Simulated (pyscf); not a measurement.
HO–AsH₂ + AsH₃ → AsH₃ + HO–AsH₂ (four-centre exchange; singlet surface; As–O, As–H broken, As–H, As–O formed). PySCF, gas phase, ωB97X-D3(BJ)/def2-SVP geometries. Energies in kcal/mol from the separated reactants.

```json
[
 {"level": "ωB97X-D3(BJ)/def2-TZVP", "barrier": "50.6", "reaction energy": "0.0"},
 {"level": "PBE/def2-TZVP", "barrier": "41.6", "reaction energy": "0.0"},
 {"level": "B3LYP-D3(BJ)/def2-TZVP", "barrier": "?", "reaction energy": "0.0"},
 {"level": "PBE0-D3(BJ)/def2-TZVP", "barrier": "45.6", "reaction energy": "0.0"},
 {"level": "ωB97M-D3(BJ)/def2-TZVP", "barrier": "51.6", "reaction energy": "0.0"},
 {"level": "HF/def2-TZVP", "barrier": "?", "reaction energy": "0.0"}
]
```

**Question.** Complete the blanks.

**Answer.** 
- B3LYP-D3(BJ)/def2-TZVP, barrier: 46.6
- HF/def2-TZVP, barrier: 72.3

The functionals in the table span 10.0 kcal/mol in this barrier, from PBE to ωB97M-D3(BJ)/def2-TZVP. The same reactants have a lower exit, to H₂As–AsH₂ + H₂O (barrier +37.0 kcal/mol at ωB97M-D3(BJ)/def2-TZVP, against +51.6 kcal/mol here). One saddle was located; it need not be the lowest between these sides. Elements up to Kr have no core potential and no relativistic terms here.
